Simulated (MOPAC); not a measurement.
MOPAC input (PM7):

```
PM7 PRECISE GNORM=0.05 LET XYZ CHARGE=1 GEO-OK AUX(PRECISION=9) THREADS=1
HBe

Be   -0.00000000 1   -0.00000000 1   -0.26442914 1
H     0.00000000 1    0.00000000 1    1.05771654 1
```

Output:

```
 *******************************************************************************
 **                                                                           **
 **                              MOPAC v23.2.5                                **
 **                                                                           **
 *******************************************************************************
 ** MOPAC's Digital Object Identifier: https://doi.org/10.5281/zenodo.6511958 **
 **                                                                           **
 ** Please cite the open-source release paper for use of this MOPAC version:  **
 ** J. E. Moussa and J. J. P. Stewart (2026)                                  **
 ** MOPAC: An open-source semiempirical molecular orbital program             **
 ** J. Open Source Softw., 11(119), 8025, https://doi.org/10.21105/joss.08025 **
 *******************************************************************************

                              PM7 CALCULATION RESULTS

 *******************************************************************************
 *  PM7        - The PM7 Hamiltonian to be used
 *  GEO-OK     - OVERRIDE INTERATOMIC DISTANCE AND OTHER SAFETY CHECKS
 *
 *
 *
 *                 CHARGE ON SYSTEM = +1
 *
 *
 *
 *  LET        - OVERRIDE SOME SAFETY CHECKS
 *  PRECISE    - TIGHTER CRITERIA TO BE USED
 *  XYZ        - CARTESIAN COORDINATE SYSTEM TO BE USED
 *  GNORM      - EXIT WHEN GRADIENT NORM DROPS BELOW 0.050
 *  AUX        - OUTPUT AUXILIARY INFORMATION
 *******************************************************************************
PM7 PRECISE GNORM=0.05 LET XYZ CHARGE=1 GEO-OK AUX(PRECISION=9) THREADS=1
 HBe

   ATOM   CHEMICAL          X               Y               Z
  NUMBER   SYMBOL      (ANGSTROMS)     (ANGSTROMS)     (ANGSTROMS)

     1      Be         -0.00000000  *  -0.00000000  *  -0.26442914  *
     2       H          0.00000000  *   0.00000000  *   1.05771654  *

          CARTESIAN COORDINATES

    NO.       ATOM           X           Y           Z

     1        Be         -0.0000     -0.0000     -0.2644
     2         H          0.0000      0.0000      1.0577

 General Reference for PM7:
 "Optimization of Parameters for Semiempirical Methods VI: More Modifications to the
 NDDO Approximations and Re-optimization of Parameters", J. J. P. Stewart, J. Mol. Mod., 1:32, 19 (2013)
 https://link.springer.com/article/10.1007/s00894-012-1667-x

           Empirical Formula: H Be  =     2 atoms

      MOLECULAR POINT GROUP   :   C*v

      RHF CALCULATION, NO. OF DOUBLY OCCUPIED LEVELS = 1

          Geometry optimization using EF

          DIAGONAL MATRIX USED AS START HESSIAN

 CYCLE:     1  GRAD.:    15.677 HEAT:  231.2660
 CYCLE:     2  GRAD.:    95.093 HEAT:  234.0441
 CYCLE:     3  GRAD.:     2.983 HEAT:  231.1617
 CYCLE:     4  GRAD.:     0.541 HEAT:  231.1581
 CYCLE:     5  GRAD.:     0.000 HEAT:  231.1579

     GRADIENT =  0.00021 IS LESS THAN CUTOFF =  0.05000

 -------------------------------------------------------------------------------
 PM7 PRECISE GNORM=0.05 LET XYZ CHARGE=1 GEO-OK AUX(PRECISION=9) THREADS=1
 HBe

     GEOMETRY OPTIMISED USING EIGENVECTOR FOLLOWING (EF).
     SCF FIELD WAS ACHIEVED

                              PM7 CALCULATION
                                                       MOPAC v23.2.5 Linux

          FINAL HEAT OF FORMATION =        231.15794 KCAL/MOL =     967.16481 KJ/MOL

          COSMO AREA              =         61.39 SQUARE ANGSTROMS
          COSMO VOLUME            =         44.94 CUBIC ANGSTROMS

          GRADIENT NORM           =          0.00021          =       0.00015 PER ATOM
          IONIZATION POTENTIAL    =         19.985326 EV
          HOMO LUMO ENERGIES (EV) =        -19.985 -7.319
          NO. OF FILLED LEVELS    =          1
          MOLECULAR WEIGHT        =         10.0201         POINT GROUP:  C*v

          MOLECULAR DIMENSIONS (Angstroms)

            Atom       Atom       Distance
            H     2   Be     1     1.30292
            H     2   Be     1     0.00000
           Be     1    H     2     0.00000

          SCF CALCULATIONS        =          6

   ATOM   CHEMICAL          X               Y               Z
  NUMBER   SYMBOL      (ANGSTROMS)     (ANGSTROMS)     (ANGSTROMS)

     1      Be          0.00000000  *   0.00000000  *  -0.25481751  *
     2       H         -0.00000000  *   0.00000000  *   1.04810491  *

                             CARTESIAN COORDINATES

   1   Be        0.000000000     0.000000000    -0.254817512
   2    H       -0.000000000     0.000000000     1.048104912

           Empirical Formula: H Be  =     2 atoms

      MOLECULAR POINT GROUP   :   C*v

                  EIGENVALUES
 -19.98533  -7.31852  -4.87891  -4.87891  -1.39296

              NET ATOMIC CHARGES AND DIPOLE CONTRIBUTIONS

  ATOM NO.   TYPE          CHARGE      No. of ELECS.   s-Pop       p-Pop
    1         Be           0.911595        1.0884     0.75106     0.33735
    2          H           0.088405        0.9116     0.91159
 DIPOLE           X         Y         Z       TOTAL
 POINT-CHG.     0.000    -0.000    -0.076     0.076
 HYBRID         0.000     0.000    -2.214     2.214
 SUM            0.000     0.000    -2.290     2.290

          ATOMIC ORBITAL ELECTRON POPULATIONS

     Atom    s        px        py        pz
    1 Be   0.75106   0.00000   0.00000   0.33735
    2  H   0.91159

 **********************
 *                    *
 * JOB ENDED NORMALLY *
 *                    *
 **********************

 == MOPAC DONE ==
```

The dipole moment of an ion depends on the origin.
